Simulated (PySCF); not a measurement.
# Molecular orbitals of NaB

BHandHLYP at R = 2.498 Å; PySCF, spin-free X2C with a Gaussian nucleus, basis sets Na jorge-DZP-DKH, B jorge-DZP-DKH. State: ³Π (triplet), unpaired electrons σ ↑, π ↑. Only the outer orbitals are listed, counted within each symmetry.

```csv
spin,orbital,occ.,ε (eV),on Na (%),main shells (%)
α,1π,1,-35.90,100,100 Na p
α,1π,1,-35.90,100,100 Na p
α,4σ,1,-35.88,100,100 Na p
α,5σ,1,-11.21,6,94 B s
α,6σ,1,-4.72,32,"67 B p, 30 Na s"
α,2π,1,-4.65,10,90 B p
α,7σ,0,-0.99,78,"54 Na s, 24 Na p, 22 B p"
α,2π,0,-0.45,57,"56 Na p, 43 B p"
α,3π,0,0.43,97,93 Na p
β,1π,1,-35.86,100,100 Na p
β,1π,1,-35.83,100,100 Na p
β,4σ,1,-35.82,100,100 Na p
β,5σ,1,-8.93,11,87 B s
β,6σ,0,-1.42,94,"74 Na s, 20 Na p"
β,2π,0,-0.29,67,"67 Na p, 33 B p"
β,2π,0,0.00,85,"86 Na p, 15 B p"
```

Q: Which are the highest filled and the lowest empty level, where do they sit, and how wide is the gap?

A: Highest filled α 2π at -4.65 eV (in %: 90 B p); lowest empty β 6σ at -1.42 eV (in %: 74 Na s, 20 Na p); the gap at BHandHLYP is 3.23 eV.

```json
{"bond order (Mayer)": "0.89", "⟨S²⟩": "2.006", "charge on Na (Mulliken, basis-dependent)": "0.41", "charge on Na (Löwdin, basis-dependent)": "0.02", "dipole moment (positive dipole means Na(−)B(+))": "-5.98 D"}
```

The state is the lowest determinant that a PBE0 search found; another state may lie lower at other levels.
